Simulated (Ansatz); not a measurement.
# C3H6ClFO: one species, many methods

How much do the methods differ for C3H6ClFO? The plan is to run it at one geometry with functionals of several rungs and with coupled cluster, and see how far each lands from CCSD(T) at the basis-set limit for the atomisation energy.

Method: functionals in def2-TZVPP, the program's frozen cores in correlated methods; program: Ansatz 0.2.0, Gaussian basis.

The runs, in order: LDA (SPW92), PBE-D4, revPBE-D4, BLYP-D4, r2SCAN-D4, B97M-V, PBE0-D4, B3LYP-D4, r2SCANh-D4, r2SCAN0-D4, HSE06-D4, BHLYP-D4, CAM-B3LYP-D4, LC-ωPBE, ωB97X-V, ωB97M-V, B2PLYP, PBE-QIDH; CCSD(T)/def2-SVP; CCSD(T)/def2-TZVPP; MP2/def2-QZVPP; extrapolation to the limit; RPA on PBE.

### Step 1. The geometry

An earlier PBE0-D4 in a triple-zeta def2 set relaxation fixed the geometry.

12 atoms, charge 0, spin multiplicity 1.

Atoms are counted from 1 here; the program's logs count them from 0.

Bond lengths: C1–C2 1.500 Å, C1–H7 1.090 Å, C1–H8 1.089 Å, C1–H9 1.092 Å, C2–Cl3 1.818 Å, C2–O4 1.388 Å, C2–H10 1.091 Å, O4–C5 1.378 Å, C5–F6 1.376 Å, C5–H11 1.090 Å, C5–H12 1.094 Å. Angles: C2–C1–H7 110.0°, C2–C1–H8 110.3°, C2–C1–H9 109.0°, H7–C1–H8 109.2°, H7–C1–H9 109.0°, H8–C1–H9 109.3°, C1–C2–Cl3 109.8°, C1–C2–O4 108.7°, C1–C2–H10 112.7°, Cl3–C2–O4 110.6°, Cl3–C2–H10 104.1°, O4–C2–H10 111.0°, C2–O4–C5 115.7°, O4–C5–F6 110.6°, O4–C5–H11 106.8°, O4–C5–H12 111.6°, F6–C5–H11 108.3°, F6–C5–H12 107.4° and more.

As a file:

```tsv
atom	x (Å)	y (Å)	z (Å)
C1	-1.5534	-0.4266	-0.7747
C2	-0.3529	-0.4008	0.1234
Cl3	-0.8857	-0.4036	1.8616
O4	0.3886	0.7388	-0.1582
C5	1.6405	0.7952	0.4149
F6	2.4726	-0.1456	-0.1481
H7	-2.1506	0.4733	-0.6249
H8	-2.1657	-1.3021	-0.5630
H9	-1.2195	-0.4628	-1.8139
H10	0.2595	-1.2989	0.0323
H11	2.0429	1.7839	0.1947
H12	1.6005	0.5943	1.4899
```

### Step 2. LDA

This LDA is Slater exchange with PW92 correlation.

Contents of in.yaml:

```yaml
crystal:
  periodic: [false, false, false]
  atoms:
    - {symbol: C, position_ang: [-1.553445, -0.426606, -0.774746]}
    - {symbol: C, position_ang: [-0.352871, -0.400825, 0.123441]}
    - {symbol: Cl, position_ang: [-0.885659, -0.403637, 1.861563]}
    - {symbol: O, position_ang: [0.388635, 0.738778, -0.158232]}
    - {symbol: C, position_ang: [1.640500, 0.795198, 0.414893]}
    - {symbol: F, position_ang: [2.472606, -0.145582, -0.148093]}
    - {symbol: H, position_ang: [-2.150559, 0.473331, -0.624949]}
    - {symbol: H, position_ang: [-2.165693, -1.302061, -0.562988]}
    - {symbol: H, position_ang: [-1.219486, -0.462845, -1.813852]}
    - {symbol: H, position_ang: [0.259507, -1.298945, 0.032289]}
    - {symbol: H, position_ang: [2.042853, 1.783917, 0.194696]}
    - {symbol: H, position_ang: [1.600511, 0.594277, 1.489876]}
basis:
  gaussian: {orbitals: def2-TZVPP}
hamiltonian: {xc: lda}
output: {orbitals: {seedname: orbitals}}
```

Started as:

```
$ ansatz run in.yaml --threads 4 --pin off --events-out ev --progress --plain --max-ram 10444MiB
```

Further steps of the session: PBE-D4 (GGA); revPBE-D4 (GGA); BLYP-D4 (GGA); r2SCAN-D4 (meta-GGA); B97M-V (meta-GGA); B3LYP-D4 (hybrid); r2SCANh-D4 (hybrid); r2SCAN0-D4 (hybrid); HSE06-D4 (hybrid); BHLYP-D4 (hybrid); CAM-B3LYP-D4 (range-separated); LC-ωPBE (range-separated); ωB97X-V (range-separated); ωB97M-V (range-separated); B2PLYP (double hybrid); PBE-QIDH (double hybrid); CCSD(T) in def2-SVP; CCSD(T) in def2-TZVPP; MP2 in def2-QZVPP; RPA on PBE orbitals.

**Question.** What will the summary of the whole plan be? Wanted: atomisation energy, CCSD(T)/CBS; farthest beyond LDA; mean size of error, GGA; mean size of error, meta-GGA; mean size of error, hybrid; mean size of error, range-separated; mean size of error, double hybrid; gap, smallest and largest; T1 diagnostic.

The runs gave:

```
                               quantity                                                                                                           value
        atomisation energy, CCSD(T)/CBS                                                                                                   4584.1 kJ/mol
 functionals within 22.9 kJ/mol (0.5 %)  revPBE-D4, BLYP-D4, r2SCAN-D4, B97M-V, B3LYP-D4, r2SCANh-D4, CAM-B3LYP-D4, LC-ωPBE, ωB97X-V, ωB97M-V, PBE-QIDH
                    farthest beyond LDA                                                                                        BHLYP-D4 (-174.6 kJ/mol)
                mean size of error, GGA                                                                                                     47.8 kJ/mol
           mean size of error, meta-GGA                                                                                                     11.3 kJ/mol
             mean size of error, hybrid                                                                                                     54.8 kJ/mol
    mean size of error, range-separated                                                                                                     11.8 kJ/mol
      mean size of error, double hybrid                                                                                                     36.4 kJ/mol
              gap, smallest and largest                                                                       6.54 eV (LDA (SPW92)), 14.54 eV (LC-ωPBE)
                          T1 diagnostic                                                                                                          0.0111
triples share of the correlation energy                                                                                                           3.7 %
```

In words: The LDA atomisation energy is off by 771.5 kJ/mol (17 %): it overbinds. PBE-D4 misses by +134.9 kJ/mol. Double hybrids carry the basis error of their MP2 part in triple zeta, and no dispersion term here, so their miss is partly the set-up's. The rungs meta-GGA, range-separated miss on average by less than the doubt on the reference (22.9 kJ/mol), so they tie. Misses under about 22.9 kJ/mol are within the doubt on the reference itself, which lacks core-valence correlation, relativity and higher excitations. Hartree-Fock recovers 72 % of the binding; the rest is correlation. CCSD(T) in def2-SVP is off by -221.5 kJ/mol, so the small basis spoils what the method gains. Orbital gaps span 6.5 to 14.5 eV; exact exchange widens them.
